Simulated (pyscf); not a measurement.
**Substitution at O: methoxy (H₃C–O•) + hydroxyl (OH•) → •O–OH + methyl (CH₃•)**

Gas phase, triplet surface, charge 0. Bonds broken: O1–C3. Bonds formed: O1–O2. Optimised with ωB97X-D3(BJ)/def2-SVP in PySCF. Correlated levels are frozen-core, on RHF or UHF. ΔMP2 is the change of the MP2 total energy from the triple- to the quadruple-zeta basis.

Transition state (Å):

```xyz
7

O      0.0846     0.0310    -0.3546
O      0.2405    -1.0340    -1.4238
C      0.2907     0.9982     1.2049
H     -0.3940    -0.6856    -2.0735
H      1.0144     0.4326     1.7976
H      0.6444     1.9530     0.8037
H     -0.7372     1.0013     1.5807
```

One imaginary mode, 1094i cm⁻¹; descent along it reached the two sides named, in the forms told below.

```tsv
bond	change	reactant side (Å)	saddle	product side
O1–C3	breaks	1.364	1.847	3.6
O1–O2	forms	2.9	1.517	1.304
```

Electronic energies relative to the separated reactants (kcal/mol):

| level | barrier | reaction energy | reverse barrier |
|---|---|---|---|
| ωB97X-D3(BJ)/def2-TZVP | 48.6 | +24.2 | 24.4 |
| PBE/def2-TZVP | 28.0 | +17.5 | 10.4 |
| r²SCAN/def2-TZVP | 36.8 | +22.0 | 14.8 |
| B3LYP-D3(BJ)/def2-TZVP | 41.1 | +24.0 | 17.1 |
| PBE0-D3(BJ)/def2-TZVP | 44.5 | +23.9 | 20.7 |
| M06-2X/def2-TZVP | 52.1 | +26.0 | 26.1 |
| ωB97M-D3(BJ)/def2-TZVP | 48.7 | +24.7 | 24.0 |
| HF/def2-TZVP | 85.1 | +44.2 | 40.8 |
| MP2/def2-QZVPP | 60.2 | +24.2 | 35.9 |
| CCSD/def2-TZVPP | 54.5 | +27.6 | 26.8 |
| CCSD(T)/def2-TZVPP | 47.8 | +25.4 | 22.4 |
| CCSD(T)/def2-TZVPP + ΔMP2(QZVPP) | 47.6 | +25.2 | 22.3 |

With CCSD(T)/def2-TZVPP + ΔMP2(QZVPP) energies and thermal terms (ideal gas, 1 atm, RRHO with modes under 100 cm⁻¹ raised to 100, one conformer, R ln 2 for chiral ones without a mode under 150 cm⁻¹), in kcal/mol:

```json
[
 {"T (K)": "298", "ΔH‡": "48.3", "ΔG‡": "56.7", "ΔH": "+24.8", "ΔG": "+24.2"},
 {"T (K)": "600", "ΔH‡": "48.6", "ΔG‡": "65.2", "ΔH": "+25.0", "ΔG": "+23.5"},
 {"T (K)": "900", "ΔH‡": "49.0", "ΔG‡": "73.4", "ΔH": "+24.8", "ΔG": "+22.8"},
 {"T (K)": "1200", "ΔH‡": "49.3", "ΔG‡": "81.4", "ΔH": "+24.5", "ΔG": "+22.1"}
]
```

On the reactant side the descent ends in a complex, 5.6 kcal/mol under the separated species and 54.2 kcal/mol under the saddle at ωB97X-D3(BJ)/def2-TZVP. The same reactants have a lower exit, to H₂C=O + H• + OH• (no saddle counted: cutting one bond, which may have a small barrier of its own, costs +27.8 kcal/mol at ωB97M-D3(BJ), against +48.7 kcal/mol here). H₃C–O• + OH• also meet on a surface of lower spin, which isn't treated here. •O–OH + CH₃• also meet on a surface of lower spin, which isn't treated here. H₃C–O• lies 7.0 kcal/mol over its isomer •H₂C–OH (electronic energy, ωB97M-D3(BJ)). This is the saddle that the search found; another between the same sides may lie lower. The angle at the attacked O is 162°. The CCSD(T) − MP2 part came from Ansatz, without density fitting, on the same reference. An open-shell T1 diagnostic exceeds 0.045. A UHF reference is spin-contaminated (<S²> up to 2.16), which harms MP2 most. Left out: orbital degeneracy and the spin-orbit lowering of OH. The orbital near-degeneracy of the XH₃O or XH₃S radical is left out.
